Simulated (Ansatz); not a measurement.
# BaBiO2Cl (Cmcm, No. 63; cell taken from a computed entry)

The numbers are results of HSE06+SOC (PAW; Ansatz, a quantum-chemistry and plane-wave program), not measurements.

Numerical settings: plane-wave cutoff 460 eV, 4×4×4 k mesh, Fermi–Dirac smearing 0.01 eV, PAW data made under PBE.

Cell: relaxed with PBEsol: a = 5.856 Å, b = 12.840 Å, c = 5.686 Å, α = 90.00°, β = 90.00°, γ = 90.00°.

For BaBiO2Cl (Cmcm, No. 63; cell taken from a computed entry), the band gap is 4.09 eV (indirect), the smallest direct gap on the k points sampled comes out as 4.14 eV and the Γ–Γ gap comes out as 4.57 eV.

Note: cell and atoms aren't relaxed at this level (pressure 0.8 GPa).

The computed numbers hold no vibrational or temperature effects.
